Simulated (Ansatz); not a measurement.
Cost and result for the atomization energy of `FCOC(F)F` (9 atoms, 8 bonds).

```xyz
9

F     0.1450    0.7151    1.7816
C     0.6080   -0.2949    0.9773
O    -0.3749   -0.6880    0.0845
C    -0.6246    0.1923   -0.9329
F     0.4202    0.2232   -1.7935
F    -1.6850   -0.2726   -1.5907
H     1.5001    0.0742    0.4634
H     0.8257   -1.1626    1.5985
H    -0.8143    1.2132   -0.5881
```

Charge 0, multiplicity 1. The structure was optimised at the PBE0-D4/def2-TZVP level. It is one conformer, not always the lowest. Program: Ansatz. All runs use 4 threads of a server CPU on a shared host. Times are those of one run each, without the atoms' runs, and a repeat can differ threefold. Electronic energies, without spin–orbit coupling; frozen cores. CCSD(T)/CBS adds CCSD(T) − MP2 in def2-TZVPP to the MP2 limit, and its time is that of the two runs behind it. T1 = 0.012. B3LYP takes the VWN-RPA correlation (the form of Gaussian; ORCA's B3LYP/G).

CCSD(T)/CBS is a level of theory with its own doubt, some kJ/mol a heavy atom from the limit and from the frozen cores, so smaller differences don't rank the functionals.

```json
{"level": "PBE-D4/def2-TZVPP (with forces)", "functions": "228", "wall time": "1.8 s", "atomization (kcal/mol)": "881.6", "difference from CCSD(T)/CBS": "34.4", "per bond": "4.3"}
{"level": "PBE0-D4/def2-TZVPP", "functions": "228", "wall time": "2 s", "atomization (kcal/mol)": "850.3", "difference from CCSD(T)/CBS": "3.1", "per bond": "0.4"}
{"level": "B3LYP-D4/def2-TZVPP (with forces)", "functions": "228", "wall time": "3 s", "atomization (kcal/mol)": "842.5", "difference from CCSD(T)/CBS": "-4.7", "per bond": "-0.6"}
{"level": "r2SCAN-D4/def2-TZVPP (with forces)", "functions": "228", "wall time": "3.3 s", "atomization (kcal/mol)": "851.9", "difference from CCSD(T)/CBS": "4.7", "per bond": "0.6"}
{"level": "B2PLYP/def2-TZVPP", "functions": "228", "wall time": "3.8 s", "atomization (kcal/mol)": "837.6", "difference from CCSD(T)/CBS": "-9.6", "per bond": "-1.2"}
{"level": "ωB97X-V/def2-TZVPP", "functions": "228", "wall time": "4.8 s", "atomization (kcal/mol)": "850.3", "difference from CCSD(T)/CBS": "3.1", "per bond": "0.4"}
{"level": "ωB97M-V/def2-TZVPP (with forces)", "functions": "228", "wall time": "7 s", "atomization (kcal/mol)": "850.5", "difference from CCSD(T)/CBS": "3.3", "per bond": "0.4"}
{"level": "MP2/def2-QZVPP", "functions": "432", "wall time": "16 s", "atomization (kcal/mol)": "869.0", "difference from CCSD(T)/CBS": "21.8", "per bond": "2.7"}
{"level": "CCSD(T)/def2-TZVPP", "functions": "228", "wall time": "2.9 min", "atomization (kcal/mol)": "823.8", "difference from CCSD(T)/CBS": "-23.4", "per bond": "-2.9"}
{"level": "CCSD(T)/CBS(def2)", "functions": "–", "wall time": "3.2 min", "atomization (kcal/mol)": "847.2", "difference from CCSD(T)/CBS": "0.0", "per bond": "0.0"}
```

From PBE to PBE0 (25 % exact exchange), in def2-TZVPP and without D4, the atomization energy moves by −30.8 kcal/mol: exact exchange takes away binding that semilocal exchange gives to molecules. The D4 term adds +4.9 kcal/mol with B3LYP and +2.6 kcal/mol with PBE0; it sums over pairs of atoms, weighted by their polarisabilities, and B3LYP, whose exchange is more repulsive, gets the larger term. In def2-TZVPP, CCSD(T) changes the Hartree–Fock value by +243.6 kcal/mol (the triples alone add +16.7 kcal/mol) and MP2 by +275.1 kcal/mol; breaking electron pairs costs correlation energy, which Hartree–Fock lacks.
